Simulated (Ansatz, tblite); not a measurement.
# The cluster PbBr₂: rung by rung

One table from this session's results is given with a row withheld; the runs are named, their logs left out.

Computed with Ansatz 0.2.0, Gaussian basis. Level: as each input shows.

The runs, in order: GFN1-xTB, GFN2-xTB, PBE-D4/def2-TZVP, r2SCAN-D4/def2-TZVP, B3LYP-D4/def2-TZVP, LC-ωPBE/def2-TZVP, revPBE-D4/def2-TZVP, ωB97M-V/def2-TZVP, CAM-B3LYP-D4/def2-TZVP, PBE-D4/def2-SVP, PBE0-D4/def2-SVP, PBE0-D4/def2-TZVPD, PBE-D4/def2-TZVPD, r2SCAN-D4/def2-TZVPD, CCSD(T)/def2-TZVPP, MP2/def2-TZVP, RPA/def2-TZVP.

### The geometry

The geometry is that of the singlet, from an earlier relaxation (B3LYP-D4/def2-TZVP). At that level it is the lowest of the isomers that a small search found.

3 atoms, charge 0, spin multiplicity 1.

Bond lengths: Pb1–Br2 2.635 Å, Pb1–Br3 2.635 Å. Angles: Br2–Pb1–Br3 100.8°.

Pb takes a core potential in the def2 sets. No spin-orbit coupling is included.

PBE0-D4/def2-TZVP was run before; its log isn't repeated, and its numbers join the tables.

Set-up of the first run:

Tight binding, by tblite at 300 K electronic temperature and without a spin-polarisation term:

```python
tblite.interface.Calculator('GFN1-xTB', numbers, positions, charge=0, uhf=0).singlepoint()
```

Tight binding, by tblite at 300 K electronic temperature and without a spin-polarisation term:

```python
tblite.interface.Calculator('GFN2-xTB', numbers, positions, charge=0, uhf=0).singlepoint()
```

start.molden holds the orbitals of an earlier run on this state, given as this run's starting guess.

in.yaml reads:

```yaml
crystal:
  periodic: [false, false, false]
  atoms:
    - {symbol: Pb, position_ang: [0.878533, 0.020943, 0.692973]}
    - {symbol: Br, position_ang: [0.777716, 0.458028, -1.903495]}
    - {symbol: Br, position_ang: [-1.656250, -0.478970, 1.210512]}
basis:
  gaussian: {orbitals: def2-TZVP, initial_orbitals: start.molden}
hamiltonian: {xc: pbe, dispersion: d4}
scf: {omitted_lower_state_checks: [starts]}
output: {orbitals: {seedname: orbitals}}
```

Run with:

```bash
> ansatz run in.yaml --threads 4 --pin off --events-out ev --progress --plain --max-ram 3916MiB
```

Steps of the session up to this table: PBE-D4/def2-TZVP; r2SCAN-D4/def2-TZVP; B3LYP-D4/def2-TZVP; LC-ωPBE/def2-TZVP; revPBE-D4/def2-TZVP; ωB97M-V/def2-TZVP; CAM-B3LYP-D4/def2-TZVP; PBE-D4/def2-SVP; PBE0-D4/def2-SVP; PBE0-D4/def2-TZVPD; PBE-D4/def2-TZVPD; r2SCAN-D4/def2-TZVPD; CCSD(T)/def2-TZVPP; MP2/def2-TZVP; RPA/def2-TZVP.

One table of the session follows, with a row left open; its other results are not shown here.

| level | HOMO (eV) | LUMO (eV) | gap (eV) |
| --- | --- | --- | --- |
| PBE-D4/def2-SVP | -6.52 | -3.77 | 2.75 |
| PBE-D4/def2-TZVP | -6.71 | -3.89 | 2.82 |
| PBE-D4/def2-TZVPD | -6.75 | -3.93 | 2.83 |
| revPBE-D4/def2-TZVP | -6.64 | -3.78 | 2.86 |
| r2SCAN-D4/def2-TZVP | ? | ? | ? |
| r2SCAN-D4/def2-TZVPD | -7.05 | -3.82 | 3.23 |
| B3LYP-D4/def2-TZVP | -7.61 | -3.52 | 4.09 |
| PBE0-D4/def2-SVP | -7.70 | -3.21 | 4.49 |
| PBE0-D4/def2-TZVP | -7.84 | -3.28 | 4.55 |
| PBE0-D4/def2-TZVPD | -7.87 | -3.31 | 4.55 |
| CAM-B3LYP-D4/def2-TZVP | -9.02 | -2.47 | 6.55 |
| LC-ωPBE/def2-TZVP | -10.23 | -1.38 | 8.85 |
| ωB97M-V/def2-TZVP | -9.82 | -1.61 | 8.21 |

Estimate the missing values for r2SCAN-D4/def2-TZVP.

The run gave: HOMO (eV): -7.02; LUMO (eV): -3.80; gap (eV): 3.22. In the column «HOMO (eV)» it lies between r2SCAN-D4/def2-TZVPD (-7.05) and PBE-D4/def2-TZVPD (-6.75).
